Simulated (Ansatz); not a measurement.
Relaxing Mg

These are results of DFT r2SCAN, scalar-relativistic, plane waves, PAW in Ansatz, not measurements. Cutoff 500 eV, Γ-centred k mesh, Gaussian smearing, no spin polarisation in the final step.

Mg was placed on the diamond structure type (Fd-3m, No. 227), at a guessed volume.

```
CELL_PARAMETERS angstrom
0.00000 2.94686 2.94686
2.94686 0.00000 2.94686
2.94686 2.94686 0.00000
ATOMIC_POSITIONS crystal
Mg 0.50000 0.50000 0.50000
Mg 0.75000 0.75000 0.75000
```

Cell and atoms relax at zero pressure; the relaxation can't lower the symmetry of the start. After a coarse first stage the cell is made exact in the group found at 0.06 Å.

Energies count from the standard state of Mg at the same level.

Q: Describe the relaxed structure.

A: It keeps Fd-3m (No. 227). The result has the diamond structure. Conventional cell: a = 6.850 Å. Mg is coordinated by 4 Mg at 2.97 Å.

```
Mg
1.0
     0.00000    3.42482    3.42482
     3.42482    0.00000    3.42482
     3.42482    3.42482    0.00000
Mg
2
Direct
  0.50000 0.50000 0.50000
  0.75000 0.75000 0.75000
```

Q: What are its volume, energy, density and gap?

A: The volume per atom is 40.17 Å³ and the density is 1.00 g/cm³. The energy over the standard structure is 0.88 eV/atom. The gap on the 14×14×14 mesh is 0 eV (a metal).

The final run used a 14×14×14 mesh on its 2-atom cell and 0.10 eV smearing. The k mesh leaves about 4 meV/atom of noise in metals. A structure relaxed within its symmetry needn't be a true minimum.